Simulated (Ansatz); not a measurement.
hcp Re was calculated with PBE+SOC (plane waves, PAW; Ansatz, an electronic-structure program).

Numerical settings: plane-wave cutoff 520 eV, 24×24×12 k mesh (along the axes of the cell as run), Fermi–Dirac smearing 0.05 eV, PAW data made under PBE.

Cell (relaxed at this level):

Re has the hexagonal space group P6₃/mmc (No. 194), the hcp (Mg type) structure, Pearson symbol hP2. Conventional cell: a = b = 2.7778 Å, c = 4.4816 Å, α = β = 90.00°, γ = 120.00°. Re on 2c sees 12 Re at 2.756–2.778 Å (anticuboctahedral). (Neighbours: up to the widest gap in distance over summed covalent radii, below 1.35, at either atom.)

Task: Estimate the bulk modulus and pressure derivative B′ of the bulk modulus that the calculation returns.

Result: 
- bulk modulus: 359 GPa
- pressure derivative B′ of the bulk modulus: 4.5

The run finds no gap.

Measured, for comparison: bulk modulus 369 GPa (zero-point energy and finite temperature contributions removed, our sources range from 369 to 381; as tabulated in doi:10.1021/acs.jctc.3c00612). Computed (rounded) less measured: bulk modulus -3 % (-3 % to -6 % over the range).

Note: the bulk modulus comes from volumes at which shape and atoms were relaxed.
